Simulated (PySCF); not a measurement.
Si3H8.
Numbering: `[SiH3:1][SiH2:2][SiH3:3]` (hydrogens: H4, H5, H6 on Si1; H7, H8 on Si2; H9, H10, H11 on Si3)

Structure optimised with GFN2-xTB, isolated species.

**Question.** Give the optimised bond lengths and angles.

**Answer.** 
| bond | length (Å) |
| --- | --- |
| Si1–Si2, Si2–Si3 | 2.315 |
| Si1–H4 and 5 like bonds | 1.465 |
| Si2–H7, Si2–H8 | 1.474 |

Bonds in one row agree within 0.01 Å and their mean is given. A selection of angles:
| angle | degrees |
| --- | --- |
| Si2–Si1–H4 | 114.4 |
| Si2–Si1–H5 | 111.6 |
| H4–Si1–H5 | 106.2 |
| Si1–Si2–Si3 | 116.1 |
| Si1–Si2–H7 | 109.3 |
| H7–Si2–H8 | 102.8 |

Si2 (SiH2 silicon) is distorted tetrahedral (angles from 102.8° to 116.1°). Si1 (SiH3 silicon) is distorted tetrahedral (angles from 106.2° to 114.4°).

Point group: C2v (tolerance 0.08 Å). GFN2-xTB frequencies: not computed here.
